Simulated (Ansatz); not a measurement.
`NC#CCO` → `C1=NCCO1`  (isomerisation)

Program: Ansatz. Geometries: PBE0-D4/def2-TZVP. ΔE: electronic, gas phase. CCSD(T)/CBS adds triple-zeta CCSD(T) − MP2 to the extrapolated MP2 energy (def2 sets, frozen cores). DFT in def2-TZVPP. B3LYP here is the variant with VWN-RPA as its local correlation; programs differ in this. HSE06 is defined as in plane-wave codes. Each species was taken in one conformer, which may not be the lowest.

`NC#CCO`:

Cartesian coordinates in Å:
```
N -1.280 -1.233 1.658
C -0.476 -0.635 0.769
C 0.207 -0.077 -0.053
C 1.001 0.644 -1.032
O 0.248 1.476 -1.898
H -1.078 -1.054 2.629
H -1.499 -2.200 1.473
H 1.766 1.228 -0.501
H 1.533 -0.060 -1.679
H -0.423 1.911 -1.365
```

`C1=NCCO1`:

```xyz
10

C     0.267   -1.422   -0.041
N    -0.722   -0.979   -0.684
C    -0.737    0.465   -0.449
C     0.478    0.729    0.458
O     1.045   -0.579    0.665
H     0.570   -2.462    0.006
H    -0.674    0.995   -1.403
H    -1.682    0.750    0.020
H     0.216    1.143    1.433
H     1.240    1.359   -0.004
```

```
             level  ΔE (kJ/mol)  difference from CCSD(T)/CBS
       LDA (SPW92)       -159.7                        -13.8
            PBE-D4       -149.5                         -3.6
           BLYP-D4       -134.7                         11.2
         r2SCAN-D4       -154.0                         -8.1
            B97M-V       -152.5                         -6.6
           PBE0-D4       -154.6                         -8.7
          B3LYP-D4       -138.7                          7.2
        r2SCANh-D4       -154.1                         -8.2
      CAM-B3LYP-D4       -145.6                          0.3
           ωB97X-V       -162.7                        -16.8
           ωB97M-V       -148.1                         -2.2
            B2PLYP       -138.6                          7.3
          PBE-QIDH       -156.0                        -10.1
               PBE       -146.1                         -0.2
            revPBE       -140.9                          5.0
              BLYP       -126.1                         19.8
            r2SCAN       -153.4                         -7.5
              PBE0       -151.9                         -6.0
             B3LYP       -133.1                         12.8
           r2SCANh       -153.6                         -7.7
           r2SCAN0       -154.3                         -8.4
             HSE06       -152.0                         -6.1
             BHLYP       -141.4                          4.5
         CAM-B3LYP       -143.1                          2.8
           LC-ωPBE       -160.3                        -14.4
RPA@PBE/def2-TZVPP       -166.2                        -20.3
       HF/def2-SVP       -145.6                          0.3
      MP2/def2-SVP       -155.9                        -10.0
     CCSD/def2-SVP       -161.7                        -15.8
  CCSD(T)/def2-SVP       -166.2                        -20.3
     HF/def2-TZVPP       -141.6                          4.3
    MP2/def2-TZVPP       -143.7                          2.2
SCS-MP2/def2-TZVPP       -145.9                          0.0
   CCSD/def2-TZVPP       -149.5                         -3.6
CCSD(T)/def2-TZVPP       -153.0                         -7.1
     HF/def2-QZVPP       -141.9                          4.0
    MP2/def2-QZVPP       -139.7                          6.2
      HF/CBS(def2)       -141.9                          4.0
     MP2/CBS(def2)       -136.6                          9.3
    CCSD/CBS(def2)       -142.4                          3.5
       CCSD(T)/CBS       -145.9                            0
```

Question: What do rigid-rotor, harmonic-oscillator terms from PBE0-D4/def2-TZVP frequencies (298.15 K, 1 bar) make of the CCSD(T)/CBS value? (Best estimate.)

Answer: Ansatz gave: ΔZPE = +8.8 kJ/mol, ΔH = -142.4 kJ/mol, ΔS = -33 J/(mol·K), ΔG = -132.7 kJ/mol.

Largest T1 diagnostic among the species: 0.014.

The D4 term adds −5.6 kJ/mol with B3LYP and −2.7 kJ/mol with PBE0; it sums over pairs of atoms, weighted by their polarisabilities, and B3LYP, whose exchange is more repulsive, gets the larger term. From PBE to PBE0 (25 % exact exchange), in def2-TZVPP and without D4, ΔE moves by −5.8 kJ/mol. At CCSD(T), def2-SVP lies −20.3 kJ/mol from the extrapolated value and def2-TZVPP −7.1 kJ/mol.
